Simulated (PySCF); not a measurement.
CHFO2: carbon dioxide and hydrogen fluoride

Made of carbon dioxide and hydrogen fluoride. The whole: neutral, singlet.

```csv
part,name,SMILES,atoms,charge,multiplicity
1,carbon dioxide,O=C=O,1–3,0,1
2,hydrogen fluoride,F,4–5,0,1
```

```xyz
5

O    -0.1372   -0.4399    0.8977
C     0.3445    0.1171    0.0031
O     0.8255    0.6712   -0.8861
F    -1.7207   -1.8175    2.8809
H    -1.2020   -1.3775    2.2547
```
Atom numbers follow the order of the file, from 1.

In these coordinates O1···H5 is 1.963 Å. Part 2 is then moved rigidly along that line, all else held; at short range other atoms may come into contact.

The starting structure comes from a short search with a few starts; no frequency run checks that it is a minimum, and another way of binding may lie lower.

These are computed values: CCSD(T)/aug-cc-pVDZ and MP2/aug-cc-pVTZ, aug-cc-pVQZ counterpoise interaction energy, frozen core, gas phase (PySCF). Geometry: PBE0-D3(BJ)/def2-TZVPD.

Counterpoise energies in kJ/mol, cluster less the parts frozen as they stand in it; small is aug-cc-pVDZ, large aug-cc-pVQZ. Estimated limit: HF in aug-cc-pVQZ, MP2 correlation extrapolated as X⁻³ from aug-cc-pVTZ and aug-cc-pVQZ, and CCSD(T) less MP2 in aug-cc-pVDZ; it isn't the exact limit.

| O1···H5 (Å) | HF large | MP2 large | SCS-MP2 large | CCSD(T) small | CCSD(T) limit est. |
| --- | --- | --- | --- | --- | --- |
| 1.767 | -6.0 | -9.7 | -7.9 | -7.5 | -10.2 |
| 1.865 | -8.5 | -11.3 | -9.9 | -9.9 | -11.9 |
| 1.963 | -9.7 | -11.8 | -10.7 | -10.9 | -12.3 |
| 2.061 | -10.0 | -11.6 | -10.7 | -11.1 | -12.1 |
| 2.159 | ? | ? | ? | ? | ? |
| 2.454 | -8.3 | -8.6 | -8.2 | -8.8 | -8.9 |
| 2.945 | -5.4 | -5.1 | -5.0 | -5.4 | -5.3 |
| 3.926 | ? | ? | ? | ? | ? |

Q: Fill in the withheld rows.

A: 
| O1···H5 (Å) | HF large | MP2 large | SCS-MP2 large | CCSD(T) small | CCSD(T) limit est. |
| --- | --- | --- | --- | --- | --- |
| 2.159 | -9.9 | -11.0 | -10.3 | -10.8 | -11.5 |
| 3.926 | -2.3 | -2.0 | -2.0 | -2.2 | -2.1 |

The 8 runs took 22 min in all, one thread each of Arm Neoverse N1 on a shared host, launched as `OMP_NUM_THREADS=1 python cluster_run.py task.json out`.
